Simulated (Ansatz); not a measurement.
# Al₂HCl (triplet): the correlation ladder, cc-pVDZ

How much of the correlation energy of Al₂HCl (triplet) does each wave-function method recover here?

Program: Ansatz 0.2.0, Gaussian basis. Level of theory: cc-pVDZ, core rule «outside noble gas», up to 15 orbitals frozen. These are calculated values, not measurements.

Plan: UHF; CCSD(T) on ROHF; CCSD(T) on UHF; BCCD(T) on ROHF; CISD; CCSDT(Q) on ROHF; CCSDT(Q) on UHF; CASSCF and NEVPT2, 10 electrons in 10 orbitals.

14 further runs of the same task are left out: 3 that didn't finish, 11 set aside as unsound or not needed.

### 1 The system

The geometry is a PBE0/def2-TZVP stationary point (not a proven minimum).

4 atoms, charge 0, spin multiplicity 3.

Atoms are counted from 1 here; the program's logs count them from 0.

Bond lengths: Al1–Al2 2.540 Å, Al2–Cl3 2.112 Å, Al2–H4 1.583 Å. Angles: Al1–Al2–Cl3 115.3°, Al1–Al2–H4 123.6°, Cl3–Al2–H4 121.1°.

### 2 UHF

in.yaml

```yaml
crystal:
  periodic: [false, false, false]
  atoms:
    - {symbol: Al, position_ang: [0.000000, -0.394814, 2.233308]}
    - {symbol: Al, position_ang: [0.000000, 0.833312, 0.009660]}
    - {symbol: Cl, position_ang: [0.000000, -0.402256, -1.703598]}
    - {symbol: H, position_ang: [0.000000, 2.410685, -0.120119]}
basis:
  gaussian: {orbitals: cc-pVDZ}
magnetization: {spin_polarized: true, initial_magnetization: 2}
hamiltonian: {xc: hf}
output: {orbitals: {seedname: orbitals}}
```

Run with:

```bash
$ ansatz run in.yaml --threads 1 --pin off --events-out ev --progress --plain --max-ram 2393MiB
```

Further steps of the session: CCSD(T) on ROHF; CCSD(T) on UHF; BCCD(T) on ROHF; CISD; CCSDT(Q) on ROHF; CCSDT(Q) on UHF; CASSCF and NEVPT2, 10 electrons in 10 orbitals.

Q: Predict the results of all the runs planned. Wanted: UCCSDT(Q) below the RHF energy; RMP2 from UCCSDT(Q); UMP2 from UCCSDT(Q); RCCSD from UCCSDT(Q); RCCSD(T) from UCCSDT(Q); UCCSD(T) from UCCSDT(Q); RCCSDT(Q) from UCCSDT(Q); NEVPT2 frontier from UCCSDT(Q); T1 diagnostic.

**Answer**, as computed:

| quantity | value |
| --- | --- |
| UCCSDT(Q) below the RHF energy | -7.3695 eV |
| RMP2 from UCCSDT(Q) | +120.8 kJ/mol |
| UMP2 from UCCSDT(Q) | +119.5 kJ/mol |
| RCCSD from UCCSDT(Q) | +23.7 kJ/mol |
| RCCSD(T) from UCCSDT(Q) | +5.3 kJ/mol |
| UCCSD(T) from UCCSDT(Q) | +5.2 kJ/mol |
| RCCSDT(Q) from UCCSDT(Q) | +0.1 kJ/mol |
| NEVPT2 frontier from UCCSDT(Q) | +116.2 kJ/mol |
| levels within 1 kcal/mol (43 meV) | RCCSDT, UCCSDT, RCCSDT(Q) |
| T1 diagnostic | 0.032 |

In words: RCCSD(T) misses by +5.3 kJ/mol, 0.7 % of the correlation energy. These misses are within one basis, not against nature; the frozen cores of restricted and unrestricted runs differ, which can shift their rows.
